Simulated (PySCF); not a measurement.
Gas-phase reaction: Si(OH)₄ + 3 SiH₃ ⇌ 4 H₂SiO + 5 H

Energies from PySCF (xtb for GFN2), thermal terms from the rigid-rotor harmonic-oscillator model, ideal gas at 1 bar. † marks an energy on the PBE0/def2-TZVP geometry and frequencies; other levels use their own. CCSD(T) freezes the core. 6-31G* has spherical d functions here. Open shells (unrestricted): SiH₃ (multiplicity 2), H (multiplicity 2); the rest are closed-shell singlets. GFN2 has no spin-polarisation term. B3LYP is the form with VWN-RPA correlation. H₂SiO: computed as isolated molecules; such fragments, hydroxides, amides, oligomers or adducts are transient or little studied in the gas. CCSD(T) isn't extrapolated to the basis-set limit. Warning, large T1 diagnostic: H₂SiO (CCSD(T)/def2-TZVPP†).

```
level                ΔH°(298 K), kJ
-------------------  --------------
B3LYP/def2-TZVP†               1415
BLYP/def2-TZVP†                 ___
CCSD(T)/def2-TZVPP†            1445
GFN2-xTB                        ___
HF/6-31G*                      1365
M06-2X/def2-TZVP†               ___
```

Question: What belongs in the gaps?

Answer: 
- BLYP/def2-TZVP†, ΔH°(298 K), kJ: 1312
- GFN2-xTB, ΔH°(298 K), kJ: 819
- M06-2X/def2-TZVP†, ΔH°(298 K), kJ: 1490
